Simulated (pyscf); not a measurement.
This saddle point was located with ωB97X-D3(BJ)/def2-SVP in PySCF.

```xyz
9

N     -0.2456    -1.1183     0.0855
Si    -1.6313    -0.4626     0.6780
H      0.1009    -2.0322     0.3753
H     -1.3704     0.9774    -0.3458
H     -2.4019    -1.2838     1.6999
N     -0.3885     1.2589    -1.2008
H      0.0719     0.3296    -0.9825
H     -0.6659     1.3236    -2.1798
H      0.2052     2.0462    -0.9415
```

Surface: singlet, charge 0. Lowest wavenumbers (cm⁻¹): 1262i, 272, 336, 365, 419.

Name the species on either side of this saddle.

HN=SiH₂ + NH₃ ⇌ H₂N–SiH: [singlet] + NH₃, a concerted two-bond exchange read from left to right: H–Si, H–N broken and H–N, H–N formed. At CCSD(T)/def2-TZVPP + ΔMP2(QZVPP) it lies +26.1 kcal/mol from the left side and +41.6 kcal/mol from the right (each side as separated species at their lowest minima found). On the reactant side the descent ends in a complex, 5.1 kcal/mol under the separated species and 29.3 kcal/mol under the saddle at ωB97X-D3(BJ)/def2-TZVP. On the product side the descent ends in a complex, 6.1 kcal/mol under the separated species and 46.6 kcal/mol under the saddle at ωB97X-D3(BJ)/def2-TZVP. The reactants may also form a dative adduct at HN=SiH₂; it and routes through it were not searched. The same reactants have a lower exit, to H₂N–SiH₂–NH₂ (barrier -15.5 kcal/mol at ωB97M-D3(BJ), against +23.8 kcal/mol here). One saddle was located; it need not be the lowest between these sides. The CCSD(T) − MP2 part came from Ansatz, without density fitting, on the same reference.
